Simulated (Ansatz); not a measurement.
The input, for Ansatz 0.2.0:

```yaml
crystal:
  periodic: [false, false, false]
  atoms:
    - {symbol: P, position_ang: [0.000000, 0.000000, 0.000000]}
    - {symbol: P, position_ang: [0.000000, 0.000000, 3.701000]}
basis:
  gaussian: {orbitals: 6-31G}
total_charge: 1
magnetization: {spin_polarized: false, initial_magnetization: 1}
correlation: {method: bccd, electrons: valence}
scf: {lower_state_search: full}
output: {forces: true}
```

```sh
$ ansatz run in.yaml --threads 1 --pin off --events-out ev --progress --plain --max-ram 2393MiB
```

The program prints:

```
280 factors; integrals over basis functions are off by at most 2.4e-4 eV
mean field evaluation 1: about -18523.9231 eV, gradient 2.7e0 eV
mean field evaluation 2: about -18523.9242 eV, gradient 2.7e0 eV
mean field evaluation 4: about -18523.9768 eV, gradient 1.4e-1 eV
mean field evaluation 8: about -18523.9769 eV, gradient 8.8e-3 eV
mean field evaluation 16: about -18527.3716 eV, gradient 5.7e0 eV
mean field evaluation 32: about -18523.9769 eV, gradient 4.9e-4 eV
mean field evaluation 64: about -18526.8021 eV, gradient 5.4e0 eV
mean field evaluation 96: about -18525.7463 eV, gradient 9.5e0 eV
mean field evaluation 128: about -18527.0641 eV, gradient 4.8e-1 eV
mean field evaluation 160: about -18526.3485 eV, gradient 4.2e-1 eV
...
mean field -18527.78609051 eV, -680.8835802418 hartree, gradient 3.2e-6 eV, S^2 0.750000; 40 other end points of the search recorded, 0 dependent functions left out
...
determinant -18527.78609051 eV, -680.8835802418 hartree, with singles and doubles -18530.48861427 eV, -680.9828961582 hartree
determinant -18527.74976716 eV, -680.8822453833 hartree, with singles and doubles -18530.46922204 eV, -680.9821835067 hartree
determinant -18527.07774511 eV, -680.8575490283 hartree, with singles and doubles -18529.36034213 eV, -680.9414329218 hartree
determinant -18526.99706652 eV, -680.8545841450 hartree, with singles and doubles -18529.25841858 eV, -680.9376873003 hartree
determinant -18526.68328176 eV, -680.8430527675 hartree, with singles and doubles -18528.44873662 eV, -680.9079320371 hartree
determinant -18526.49435545 eV, -680.8361098538 hartree, with singles and doubles -18528.40821196 eV, -680.9064427833 hartree
determinant -18526.45127197 eV, -680.8345265653 hartree, with singles and doubles -18528.46432202 eV, -680.9085047901 hartree
determinant -18526.29976223 eV, -680.8289586848 hartree, with singles and doubles -18528.52257574 eV, -680.9106455749 hartree
determinant -18526.24020950 eV, -680.8267701624 hartree, with singles and doubles -18528.16476760 eV, -680.8974963682 hartree
determinant -18526.07439533 eV, -680.8206766040 hartree, with singles and doubles -18528.31164202 eV, -680.9028939037 hartree
determinant -18525.97700325 eV, -680.8170975111 hartree, with singles and doubles -18528.18656779 eV, -680.8982975103 hartree
determinant -18525.93377878 eV, -680.8155090411 hartree, with singles and doubles -18530.40034627 eV, -680.9796523688 hartree
determinant -18525.71968185 eV, -680.8076411244 hartree, with singles and doubles -18527.94927091 eV, -680.8895770108 hartree
determinant -18525.68434070 eV, -680.8063423609 hartree, with singles and doubles -18530.77447425 eV, -680.9934013186 hartree
determinant -18525.55430936 eV, -680.8015637973 hartree, with singles and doubles -18530.08567612 eV, -680.9680884542 hartree
determinant -18525.34606603 eV, -680.7939109962 hartree, with singles and doubles -18527.48691595 eV, -680.8725857796 hartree
determinant -18525.26546611 eV, -680.7909490037 hartree, with singles and doubles -18527.50945053 eV, -680.8734139100 hartree
determinant -18525.16172784 eV, -680.7871366924 hartree, with singles and doubles -18530.32425290 eV, -680.9768559892 hartree
determinant -18524.44632368 eV, -680.7608460745 hartree, with singles and doubles -18529.50200434 eV, -680.9466389120 hartree
determinant -18523.97691898 eV, -680.7435957698 hartree, with singles and doubles -18530.49659864 eV, -680.9831895781 hartree
determinant -18527.78609051 eV, -680.8835802418 hartree, with no singles and doubles
determinant -18527.74976716 eV, -680.8822453833 hartree, with singles and doubles -18530.61933763 eV, -680.9877001531 hartree
determinant -18525.93377878 eV, -680.8155090411 hartree, with singles and doubles -18530.38010370 eV, -680.9789084681 hartree
determinant -18525.68434070 eV, -680.8063423609 hartree, with no singles and doubles
determinant -18525.16172784 eV, -680.7871366924 hartree, with singles and doubles -18530.56053622 eV, -680.9855392409 hartree
determinant -18523.97691898 eV, -680.7435957698 hartree, with singles and doubles -18532.65470508 eV, -681.0624985273 hartree
determinant -18524.18983187 eV, -680.7514201744 hartree, with singles and doubles -18529.94514992 eV, -680.9629242115 hartree
determinant -18524.18983187 eV, -680.7514201744 hartree, with singles and doubles -18532.62192473 eV, -681.0612938715 hartree
...
unrestricted determinant -18531.46521621 eV, -681.0187856174 hartree, S^2 2.7482
10 core orbitals not correlated: weight in the atoms' cores, before any rotation towards them, 1.000 or more for the frozen orbitals, at most 0.000 for the correlated occupied ones
reference -18523.97691898 eV, -680.7435957698 hartree; 5, 4 occupied and 11, 12 virtual orbitals, 280 factors
second order -12.03903136 eV of doubles, -0.00047515 eV of singles
...
cycle  62  -8.84294768 eV  change   -1.1e-5 eV  update   4.5e-6
cycle  63  -8.84294706 eV  change    6.2e-7 eV  update   3.8e-6
cycle  64  -8.84294357 eV  change    3.5e-6 eV  update   3.5e-6
cycle  65  -8.84294237 eV  change    1.2e-6 eV  update   3.2e-6
cycle  66  -8.84294402 eV  change   -1.7e-6 eV  update   2.6e-6
cycle  67  -8.84295196 eV  change   -7.9e-6 eV  update   2.0e-6
cycle  68  -8.84295939 eV  change   -7.4e-6 eV  update   1.2e-6
cycle  69  -8.84296154 eV  change   -2.2e-6 eV  update   5.7e-7
cycle  70  -8.84296274 eV  change   -1.2e-6 eV  update   4.2e-7
cycle  71  -8.84296527 eV  change   -2.5e-6 eV  update   3.0e-7
WARN: in the space of 8 natural orbitals, full CI finds another state of this spin 0.155 eV below this run's state, or below the method's energy where it doesn't find this run's state
WARN: the results are in doubt because among natural orbitals full CI differs from the method by +0.481 eV
the calculation of the forces begins
Total energy: -18532.81988424 eV, -681.0685687494 hartree
Atom 0 at     0.000000     0.000000     0.000000 Å, force    -0.000000     0.000000    -1.561750 eV/Å
Atom 1 at     0.000000     0.000000     3.701000 Å, force     0.000000    -0.000000     1.561750 eV/Å
Dipole moment:     0.000000     0.000000    -0.000001 e Å
In doubt: among natural orbitals full CI differs from the method by +0.481 eV
```

Forces (eV/Å):
```
P    0.000  0.000 -1.562
P    0.000  0.000  1.562
```

The program found a lower state of this spin, so this energy isn't the lowest state's.

Ran on 1 thread of Arm Neoverse V1, shared host: 11 s wall, 0.16 GiB peak host memory.
